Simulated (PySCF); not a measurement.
**Which basis set comes closest?**

Molecule: SMILES O=C=S, COS.

Atom-mapped SMILES (the numbers label the heavy atoms): `[O:1]=[C:2]=[S:3]`.

Geometry PBE0-D3(BJ)/def2-SVP throughout; GIAO in PySCF 2.14, gas phase, one conformer, non-relativistic; equivalent atoms averaged; functional PBE0.

Reference values (BLYP/multiwavelet basis limit; gas (isolated, no vibration); Jensen, Fla, Jonsson, Monstad, Ruud, Frediani, PCCP 2016, 18, 21145): σ(O1) = 67.2 ppm, σ(C2) = 15.8 ppm, σ(S3) = 755.5 ppm.

How do the basis sets STO-3G, 6-31G, pcSseg-0, 6-31G*, def2-SVP, cc-pVDZ, pcSseg-1, aug-cc-pVDZ, 6-311+G(2d,p), cc-pVTZ, def2-TZVP, IGLO-III, pcSseg-2, pcSseg-3 perform against the reference? Times are CPU seconds on shared hosts with different chips, so compare them loosely.

Answers


```csv
basis set,functions,O1,C2,S3,abs. error O,abs. error C,abs. error S,core-s
STO-3G,19,155.1,115.7,796.5,87.9,99.9,41.0,1
6-31G,31,72.9,44.5,795.3,5.7,28.7,39.8,2.5
pcSseg-0,31,43.6,16.3,766.2,23.6,0.5,10.7,1.7
6-31G*,46,97.7,47.4,808.1,30.5,31.6,52.6,2.8
def2-SVP,46,104.0,42.5,806.7,36.8,26.7,51.2,2.4
cc-pVDZ,46,96.8,44.2,798.0,29.6,28.4,42.5,2.5
pcSseg-1,58,66.9,22.5,768.5,0.3,6.7,13.0,1.7
aug-cc-pVDZ,73,100.5,38.8,805.8,33.3,23.0,50.3,3.4
"6-311+G(2d,p)",89,82.5,27.2,775.1,15.3,11.4,19.6,4
cc-pVTZ,94,76.9,27.4,781.6,9.7,11.6,26.1,4.4
def2-TZVP,99,77.5,25.7,767.1,10.3,9.9,11.6,4.5
IGLO-III,114,76.8,20.4,779.0,9.6,4.6,23.5,5.4
pcSseg-2,115,72.1,18.6,772.4,4.9,2.8,16.9,2.2
pcSseg-3,220,72.1,17.7,773.5,4.9,1.9,18.0,14
```

For $^{17}$O the closest is pcSseg-1 (0.3 ppm) and the furthest STO-3G (87.9 ppm).

For $^{13}$C the closest is pcSseg-0 (0.5 ppm) and the furthest STO-3G (99.9 ppm).

For $^{33}$S the closest is pcSseg-0 (10.7 ppm) and the furthest 6-31G* (52.6 ppm). Where a smaller basis beats a larger one, errors probably cancel; the largest sets show where the functional converges. One molecule is a small sample, and the reference may use another geometry.

A small basis that lands close on one nucleus may do so by chance; judge by the trend and by all nuclei.
